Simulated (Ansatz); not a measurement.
We consider diamond-structure Ge, described by PBE (Ansatz, an electronic-structure program, PAW).

Settings: plane-wave cutoff 520 eV, 20×20×20 k mesh, Fermi–Dirac smearing 0.05 eV, scalar-relativistic PAW data made under PBE.

The cell has the measured lattice: a = b = c = 5.658 Å, α = β = γ = 90.00°.

Q: What does this level give for the elastic constant C44, Voigt–Reuss–Hill bulk modulus, elastic constant C12, elastic constant C11 and polycrystal shear modulus (Hill average)?

A: 
elastic constant C44: 60.7 GPa
Voigt–Reuss–Hill bulk modulus: 76.0 GPa
elastic constant C12: 52.4 GPa
elastic constant C11: 123 GPa
polycrystal shear modulus (Hill average): 48.9 GPa

Measured, for comparison: elastic constant C44 68 GPa, elastic constant C12 49 GPa, elastic constant C11 131 GPa (low temperature, zero-point motion not removed; as tabulated in Tanner et al. (2021), arXiv:2110.11888). Computed (rounded) less measured: elastic constant C44 -11 %, elastic constant C12 +7 %, elastic constant C11 -6 %.

Note: the solid has no gap at this level, which affects its response; the cell isn't this level's own, so it is under some stress, which shifts stiffness and frequencies.

Elastic constants are with the ions relaxed.

It cost roughly 11 core-minutes of CPU time.
